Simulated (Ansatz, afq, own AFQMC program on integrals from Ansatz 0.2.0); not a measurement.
Two steps: Ansatz 0.2.0 writes the Fock matrix and Cholesky factors of the valence space, and afq projects on them the lowest state that overlaps trial and start.

```yaml
crystal:
  periodic: [false, false, false]
  atoms:
    - {symbol: Sc, position_ang: [0.000000, 0.000000, 0.617143]}
    - {symbol: O, position_ang: [0.000000, 0.000000, -1.476490]}
    - {symbol: H, position_ang: [0.000000, 0.783613, -2.044398]}
    - {symbol: H, position_ang: [0.000000, -0.783613, -2.044398]}
basis:
  gaussian: {orbitals: def2-TZVP}
total_charge: 1
magnetization: {spin_polarized: false}
correlation: {method: ccsd_t, electrons: outside_noble_gas, hamiltonian_folder: ham}
```

```sh
$ ansatz run in.yaml --threads 1 --pin off --events-out ev --progress --plain --max-ram 15360MiB --backend cuda --devices 0, --max-vram 18GiB
```

afq runs on the folder ham with

```
--method phaseless --trial cisd --walkers 4000 --populations 20 --least-time 60 --time-step 0.005 --steps-per-block 50 --equilibration-blocks 40 --max-blocks 4000 --target-error 0.00019 --factor-cut 1e-05 --seed 367 --release-times 0.24,0.6,1.2,2,3,4.2 --release-step 0.04 --release-every 3 --taylor-order 6
```

Times are imaginary, in 1/Eh. The walk had a cap of 302 s. With eight or more populations the least sampling time is a fifth of least-time, and the error comes from their spread.

afq prints:

```
orbitals 78  electrons 5 5  factors 613 of 743
reference energy -835.58699999 Eh
CCSD correlation -0.30259552 Eh in 27 cycles, weight of the determinant in the CISD state 0.8317
energy of the start -835.889584 Eh
 block  time / (1/Eh)  mean weight  energy / Eh
     1     0.250  0.9999  -835.888519
     2     0.500  0.9999  -835.891751
     3     0.750  0.9996  -835.894059
     4     1.000  1.0000  -835.894670
     5     1.250  1.0002  -835.895489
    10     2.500  1.0001  -835.897864
    31     7.750  1.0003  -835.898257
    56    14.000  1.0001  -835.899412
    76    19.000  1.0003  -835.896088
    81    20.250  1.0002  -835.898956
   106    26.500  1.0001  -835.897621
   131    32.750  0.9997  -835.899883
   156    39.000  1.0003  -835.898771
   181    45.250  1.0000  -835.900801
   196    49.000  1.0003  -835.903895
   206    51.500  1.0004  -835.900927
   221    55.250  0.9998  -835.897008
error from the spread of 20 populations
released: time / (1/Eh)  energy / Eh  error  mean overlap
  0.24  -835.898960  0.000150  0.9979
  0.60  -835.898971  0.000095  0.9933
  1.20  -835.898979  0.000250  0.9881
  2.00  -835.898784  0.000334  0.9796
  3.00  -835.899222  0.000538  0.9576
  4.20  -835.900046  0.000892  0.9204
energy -835.899383 +/- 0.000153 Eh
(rows thinned)
```

The run passed its tests (sampling time, drift between the halves within three errors, error under three times the target), which doesn't prove that it has relaxed, ending at its cap on processor time.

Against this walk (error 4.2 meV) on the same determinant: CCSD(T) 27.4 meV higher, CCSDT(Q) 7.7 meV higher (within the noise). The error is statistical and leaves out the bias of the constraint. Released to 1.20 1/Eh the energy moves by 11 ± 8 meV (both errors), within twice the noise.

Cautions: constraint bias not in the error; no relativity below Rb; outer-core shells of the metal frozen; higher spins were not checked; restricted determinant unstable towards unrestricted (UHF 991 meV lower, ⟨S²⟩ 1.00); CCSDT(Q) on the UHF determinant differs (301 meV lower), perhaps since the unrestricted series falls towards higher spin.

The walk took 9.1 min on 1 × NVIDIA H100 80GB HBM3 with 2 threads of AMD EPYC 7R13 Processor (Zen 3), with other jobs on the host (the card was shared). The log's last line is the phaseless energy.

CCSDT and higher add their correlation energy to the determinant of the CCSD(T) run, since their own runs factorise the integrals more tightly (a shift of under 2 meV). A walk keeps the symmetry of its determinant, which the program's search chose and which needn't be the lowest solution, so a lower state of the same spin and another symmetry isn't excluded.
